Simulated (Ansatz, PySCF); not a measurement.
chloroform (CHCl₃), SMILES ClC(Cl)Cl. Atoms are numbered in the order given.

```xyz
5

Cl    -1.4680     0.8475    -0.0771
C      0.0000     0.0000     0.4647
Cl     0.0000    -1.6950    -0.0772
Cl     1.4680     0.8475    -0.0771
H      0.0000    -0.0001     1.5578
```

Geometry optimised at TPSSh-D3(BJ)/def2-SVP.

Two levels are set side by side: PBE-D3(BJ)/def2-SVP (Ansatz, a quantum-chemistry and plane-wave program) and TPSSh-D3(BJ)/def2-SVP (PySCF). Each level has its own optimised geometry; the coordinates shown are those of the second. Frequencies come from the Hessian of PySCF at each geometry. Differences are taken from unrounded values.

```tsv
quantity	TPSSh-D3(BJ)
mean bond length (Å)	1.608
bond Cl1–C2 (Å)	1.780
bond C2–Cl3 (Å)	1.780
bond C2–Cl4 (Å)	1.780
bond C2–H5 (Å)	1.093
highest harmonic wavenumber (cm⁻¹)	3180
mean harmonic wavenumber (cm⁻¹)	958
zero-point energy (kcal/mol)	12.32
```

What does PBE-D3(BJ) give, and how far is it from TPSSh-D3(BJ)? (Estimate from the structure and the level; the computed values follow.)


```tsv
quantity	PBE-D3(BJ)	PBE-D3(BJ) minus TPSSh-D3(BJ)
mean bond length (Å)	1.614	0.006
bond Cl1–C2 (Å)	1.784	0.004
bond C2–Cl3 (Å)	1.784	0.004
bond C2–Cl4 (Å)	1.784	0.004
bond C2–H5 (Å)	1.103	0.010
highest harmonic wavenumber (cm⁻¹)	3090	-90
mean harmonic wavenumber (cm⁻¹)	932	-26
zero-point energy (kcal/mol)	11.99	-0.34
```

Exact exchange shortens and stiffens bonds; PBE has none. Differences between two approximate levels are no errors against the true value.
